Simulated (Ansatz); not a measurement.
Relaxation of C2H9Si (12 atoms, charge 0, multiplicity 2), to a largest force component of 0.03 eV/Å in at most 50 steps.

Theory: UKS r2SCAN-D4/def2-SVP in Ansatz.

```xyz
12
Properties=species:S:1:pos:R:3
H -0.213 -0.355 -0.763
Si 0.764 -1.023 0.077
C 1.265 0.083 1.515
C -2.007 1.002 -1.526
H 0.165 -2.298 0.585
H 1.959 -1.377 -0.751
H 1.723 1.017 1.153
H 0.394 0.348 2.134
H 1.999 -0.422 2.164
H -2.261 1.251 -0.495
H -2.457 0.131 -2.002
H -1.330 1.643 -2.091
```

Question: Where does it end, and by what steps?

Answer: The forces met the threshold. The force dipped under the threshold on the way, but the program's further checks kept it going. After 19 steps the energy has fallen by 0.083 eV; H1 moved furthest, 0.96 Å.

```
step  energy less start (eV)  largest force component (eV/Å)  accepted
   0                  0.0000                           0.635       yes
   1                  0.0105                           0.543        no
   2                 -0.0210                           0.232       yes
   3                 -0.0422                           0.116       yes
   4                 -0.0541                           0.108       yes
   5                 -0.0586                           0.024       yes
   6                 -0.0578                           0.287        no
   7                 -0.0600                           0.052       yes
   8                 -0.0614                           0.047       yes
   9                 -0.0577                           0.209        no
  10                 -0.0623                           0.028       yes
  11                 -0.0628                           0.057       yes
  12                 -0.0630                           0.133       yes
  13                 -0.0637                           0.091       yes
  14                 -0.0653                           0.005       yes
  15                 -0.0687                           0.135       yes
  16                 -0.0702                           0.230       yes
  17                 -0.0738                           0.116       yes
  18                 -0.0777                           0.189       yes
  19                 -0.0826                           0.011       yes
```

```xyz
12
Properties=species:S:1:pos:R:3
H 0.379 -0.931 -1.251
Si 1.041 -1.292 0.039
C 1.036 0.159 1.233
C -2.076 1.211 -1.205
H 0.313 -2.460 0.627
H 2.442 -1.722 -0.261
H 1.567 1.024 0.806
H 0.007 0.474 1.464
H 1.532 -0.110 2.179
H -2.520 1.627 -0.300
H -2.475 0.293 -1.638
H -1.246 1.725 -1.692
```

The run took 68 s on 4 threads of Arm Neoverse N1, on a shared host, peak memory 0.2 GiB.
